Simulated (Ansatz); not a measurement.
Computed with Ansatz on PBE0-D4/def2-TZVP structures; ΔE is electronic, products minus reactants. CCSD(T)/CBS is the MP2 limit (def2-TZVPP, def2-QZVPP) plus CCSD(T) − MP2 in def2-TZVPP, frozen cores. DFT in def2-TZVPP. B3LYP here is the variant with VWN-RPA as its local correlation; programs differ in this. HSE06 is defined as in plane-wave codes. Each species was taken in one conformer, which may not be the lowest.

Consider the isomerisation: `C1OCO1` → `C=C(O)O`.

```json
{"level": "B3LYP-D4", "ΔE (kJ/mol)": "-119.5"}
{"level": "r2SCAN0-D4", "ΔE (kJ/mol)": "-115.3"}
{"level": "HSE06-D4", "ΔE (kJ/mol)": "-109.0"}
{"level": "ωB97M-V", "ΔE (kJ/mol)": "-111.3"}
{"level": "PBE0", "ΔE (kJ/mol)": "-108.9"}
{"level": "HF/def2-SVP", "ΔE (kJ/mol)": "-97.8"}
{"level": "CCSD/def2-SVP", "ΔE (kJ/mol)": "-99.7"}
{"level": "MP2/CBS(def2)", "ΔE (kJ/mol)": "-119.2"}
```

Problem. What does CCSD(T)/CBS give? (Estimate.)

Solution. Computed: -113.5 kJ/mol. The listed levels differ from it by -6.0, -1.8, 4.5, 2.2, 4.6, 15.7, 13.8, -5.7 kJ/mol.

Largest T1 diagnostic among the species: 0.012.

Leaving LDA and LC-ωPBE aside and taking each functional with its dispersion term where it has one, the values, not all of them listed here, spread over 27.8 kJ/mol, from BLYP-D4 to ωB97X-V. LDA lies −6.2 kJ/mol from PBE without D4. From r2SCAN to r2SCAN0 (25 % exact exchange), in def2-TZVPP and without D4, ΔE moves by +5.9 kJ/mol. At CCSD(T), def2-SVP lies +11.5 kJ/mol from the extrapolated value and def2-TZVPP +6.7 kJ/mol.
